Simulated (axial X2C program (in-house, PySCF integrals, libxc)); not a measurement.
**Low determinants of MgP at the PBE0 level, 2c**

All values were computed with an in-house relativistic program for diatomic molecules. Two-component (2c) means X2C with spin–orbit coupling and atomic mean-field two-electron Coulomb and Gaunt terms. Basis: P dyall-v3z [8s7p2d1f], Mg dyall-cv3z [9s8p6d3f] (cores contracted in-house); Gaussian nuclei, density fitting, unrestricted open shells. Masses: P 30.974 u, Mg 23.985 u.

Search at 2.549 Å (vertical energies from the lowest determinant):

| ΔE (eV) | state | electrons beyond evenly filled partner blocks | electrons in ±ω = 1/2, 3/2, 5/2, 7/2 |
| --- | --- | --- | --- |
| 0.00 | Ω = 3/2 | ω = 3/2 | 22 5 0 0 |
| 0.15 | Ω = 1/2 | 2 × ω = -1/2, ω = 3/2 | 22 5 0 0 |
| 0.64 | Ω = 1/2 | ω = 1/2 | 21 6 0 0 |
| 1.04 | Ω = 1/2 | ω = 1/2 | 23 4 0 0 |
| 1.07 | Ω = 5/2 | 2 × ω = 1/2, ω = 3/2 | 22 5 0 0 |
| 2.64 | Ω = 5/2 | ω = -1/2, 2 × ω = 3/2 | 21 6 0 0 |
| 3.95 | Ω = 7/2 | ω = 1/2, 2 × ω = 3/2 | 21 6 0 0 |

Lowest determinant, Ω = 3/2 (⟨Sz⟩ = 1.50, ⟨Lz⟩ = 0.00 at PBE0): Re = 2.534 Å, ωe = 309.7 cm⁻¹.

The determinant in row 2 of the search, Ω = 1/2 (⟨Sz⟩ = 0.50, ⟨Lz⟩ = 0.00 at PBE0), was followed along the bond at PBE0; measured from the minimum of the lowest determinant it gives:

Te = 0.144 eV (1158 cm⁻¹), Re = 2.503 Å, ωe = 342.5 cm⁻¹.

(1) Compare the bond of the determinant in row 2 with that of the lowest one.

The search compares states at one distance, so a state with another bond length can lie lower; it is not exhaustive and yields mostly the lowest determinant of each block pattern, so other components and higher states of one pattern are missing. These are energies of single determinants, not of spin-adapted states; PBE0 term energies can be off by some tenths of an eV, and the functional has no current term. The lowest determinant need not be the ground state where others lie within half an eV.

Answers

(1) At PBE0 its Re is 0.031 Å shorter and its force constant, which goes as ωe², is 1.22 times that of the lowest determinant. This determinant mixes spin states, so it has no term energy of its own.
